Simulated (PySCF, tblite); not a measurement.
**CH₄BrO−, a complex of two parts: NMR shifts, interaction energy, infrared bands, spin-spin couplings, core binding energies and electronic excitations**

An exercise on one series of results from a longer session: the logs are not shown, and one member is left open.

Computed with tblite 0.8.0 and PySCF 2.14.0; each step states its level. No surroundings beyond the atoms listed, unless a continuum is named. Atoms count from 0, parts from 1.

## The system as given

7 atoms, charge -1, multiplicity 1; geometry: rigid parts in contact. Parts: 1 = atoms 0–5, `CO`, charge 0; 2 = atom 6, `[Br-]`, charge -1.

The first run:

Job settings and geometry (Å):

```
{"job": {"kind": "dock", "xc": "GFN2-xTB", "basis": "xTB"}, "charge": -1, "multiplicity": 1, "parts": [{"atoms": "0-5", "charge": 0, "multiplicity": 1}, {"atoms": "6-6", "charge": -1, "multiplicity": 1}]}
C     -0.359265     0.033140    -0.040879
O      0.987258     0.438774    -0.040010
H     -0.686646    -0.287403     0.954164
H     -0.943599     0.900618    -0.342090
H     -0.537118    -0.779733    -0.753380
H      1.539370    -0.305395     0.222195
Br     2.902170    -0.373118     2.004536
```

With the program's defaults for keys left out, this is: GFN2-xTB search for minima from random contacts, gas phase.

On the command line:

```sh
$ OMP_NUM_THREADS=1 python cluster_run.py task.json out
```

This one command runs all jobs of the session in turn.

Steps of the session up to this table: Bringing the parts together with GFN2-xTB; Geometry optimisation at PBE0-D3(BJ)/def2-TZVPD; Nuclear shieldings: PBE0/aug-pcSseg-2; Coupled-cluster interaction energy: CCSD(T) and MP2.

One table of the session follows, with a row left open; its other results are not shown here.

It belongs to the step «Coupled-cluster interaction energy: CCSD(T) and MP2». 

```
                 method  interaction energy (kcal/mol)
         HF/aug-cc-pVDZ                         -10.20
        MP2/aug-cc-pVDZ                         -13.54
       CCSD/aug-cc-pVDZ                         -12.65
    CCSD(T)/aug-cc-pVDZ                         -13.15
         HF/aug-cc-pVQZ                              ?
        MP2/aug-cc-pVQZ                         -14.95
    SCS-MP2/aug-cc-pVQZ                         -13.75
      MP2, extrapolated                         -15.19
CCSD(T), limit estimate                         -14.80
```

**Question.** Estimate the row for HF/aug-cc-pVQZ.

As computed: interaction energy (kcal/mol): -10.38. In the column «interaction energy (kcal/mol)» it lies between CCSD/aug-cc-pVDZ (-12.65) and HF/aug-cc-pVDZ (-10.20).

Caveats from the session: The interaction energy leaves out the deformation of the parts, 0.78 kcal/mol (MP2); added to the CCSD(T) estimate it gives a binding of about -14.02 kcal/mol.
